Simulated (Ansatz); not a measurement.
(1) Predict a relaxed structure of Li₂Al⁺, charge 1, singlet, at PBE-D4/def2-TZVP (Ansatz).

Results:

(1) 
```xyz
3

Al    0.000    0.000    0.000
Li   -2.597    0.973   -0.158
Li    2.597   -0.973    0.158
```
Point group D∞h (tolerance 0.1 Å). This is one stationary point.

The structure comes from a short search, and lower isomers may exist.
